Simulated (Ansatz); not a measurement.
Relaxation of BH8NSi (11 atoms, charge 0, multiplicity 1), to a largest force component of 0.03 eV/Å in at most 50 steps.

The calculation used Ansatz 0.2.0, RKS B3LYP-D4/6-31G*.

```xyz
11
Properties=species:S:1:pos:R:3
B 0.242 -0.569 -0.103
H -0.752 0.845 1.563
H 1.263 0.041 -0.011
H -0.630 -0.260 -0.856
N 0.075 -1.784 0.723
H -0.800 -2.282 0.599
Si 1.229 -2.444 1.862
H 1.375 -3.911 1.660
H 2.527 -1.763 1.647
H 0.794 -2.231 3.272
H -0.697 0.144 1.652
```

Where does it end, and by what steps?

The forces met the threshold. The force dipped under the threshold on the way, but the program's further checks kept it going. After 24 steps the energy has fallen by 0.353 eV; H2 moved furthest, 1.19 Å.

```csv
step,energy less start (eV),largest force component (eV/Å),accepted
0,0.0000,1.958,yes
1,-0.2127,0.862,yes
2,-0.2943,0.316,yes
3,-0.3263,0.159,yes
4,-0.3354,0.182,yes
5,-0.3388,0.091,yes
6,-0.3419,0.084,yes
7,-0.3430,0.227,yes
8,-0.3444,0.138,yes
9,-0.3471,0.053,yes
10,-0.3417,0.449,no
11,-0.3461,0.065,no
12,-0.3486,0.020,yes
13,-0.3478,0.282,no
14,-0.3494,0.058,yes
15,-0.3494,0.101,yes
16,-0.3509,0.012,yes
17,-0.3515,0.038,yes
18,-0.3519,0.100,yes
19,-0.3522,0.083,yes
20,-0.3525,0.059,yes
21,-0.3529,0.048,yes
22,-0.3530,0.031,yes
23,-0.3531,0.020,yes
24,-0.3532,0.016,yes
```

```xyz
11
Properties=species:S:1:pos:R:3
B 0.503 -0.887 -0.488
H -1.317 0.933 2.602
H 1.644 -0.551 -0.617
H -0.342 -0.541 -1.262
N 0.149 -1.707 0.599
H -0.831 -1.969 0.664
Si 1.220 -2.359 1.835
H 1.306 -3.842 1.738
H 2.559 -1.761 1.631
H 0.704 -2.025 3.190
H -0.971 0.493 2.113
```

Whether the end is a true minimum wasn't checked by a vibrational analysis.

The run took 110 s on 1 thread of Arm Neoverse N1, on a shared host, peak memory 0.14 GiB.
